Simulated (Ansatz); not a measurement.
The same path of C2H6FNO2 (12 atoms, charge 0, multiplicity 1) was run twice with different band settings. The coordinate that changes most is the height of N4 over the plane of its neighbours.

These are results of RKS r2SCAN/cc-pVDZ in Ansatz, not measurements.

Relaxed end points:

```xyz
12
Properties=species:S:1:pos:R:3
C -0.592 -1.247 0.967
O 0.580 -0.679 0.373
C 0.387 0.570 -0.188
N -0.541 0.560 -1.268
O 1.622 1.047 -0.561
F -0.159 1.422 0.782
H -0.335 -2.287 1.203
H -1.437 -1.213 0.262
H -0.860 -0.707 1.890
H -0.732 1.528 -1.532
H -0.083 0.116 -2.066
H 2.226 0.834 0.171
```

```xyz
12
Properties=species:S:1:pos:R:3
C -0.612 -1.155 0.857
O 0.604 -0.614 0.357
C 0.500 0.680 -0.189
N -0.327 0.863 -1.327
O 1.771 1.059 -0.503
F -0.038 1.498 0.812
H -0.375 -2.161 1.224
H -1.373 -1.239 0.058
H -1.015 -0.543 1.681
H -1.306 0.749 -1.070
H -0.088 0.166 -2.033
H 2.339 0.642 0.166
```

Common settings: movable images 7; climbing image yes; spring 5.0 eV/Å²; optimiser quadratic models (default); force threshold 0.05 eV/Å; end points relaxed.

| run | start path | iteration limit |
| --- | --- | --- |
| 1 | through a guess of the saddle point | 58 |
| 2 | straight line | 60 |

What does each run give, and how far can it be trusted?

Run 1: converged after 10 iterations, highest image 0.218 eV above the first end. A vibrational analysis at the climbing image gives one clearly imaginary mode, 603i cm⁻¹: a first-order saddle point.
Run 2: converged after 8 iterations, highest image 0.219 eV above the first end. Another band between the same ends (7 images) ends at a top of the same energy, where a vibrational analysis finds 1 clearly imaginary mode.
